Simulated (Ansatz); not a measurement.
This Ansatz (a program for electronic structure) input (PBE/aug-cc-pVDZ) gives -56.49403 Eh with 50 basis functions.

Ansatz 0.2 input:
```yaml
crystal:
  periodic: [false, false, false]
  atoms:
    - {symbol: N, position_ang: [0.00224146, -0.00382052, 0.11155442]}
    - {symbol: H, position_ang: [-0.00202883, 0.95117179, -0.22808750]}
    - {symbol: H, position_ang: [0.80949996, -0.46442426, -0.29287493]}
    - {symbol: H, position_ang: [-0.82316134, -0.46000387, -0.25991854]}
basis:
  gaussian:
    orbitals: aug-cc-pVDZ
hamiltonian:
  xc: {name: PBE}
magnetization: {spin_polarized: false}
```

Change:
```diff
- orbitals: aug-cc-pVDZ
+ orbitals: def2-TZVPD
```

What does the run give now?

-56.51037 Eh (PBE/def2-TZVPD, 64 functions), a change of -16.34 mEh.
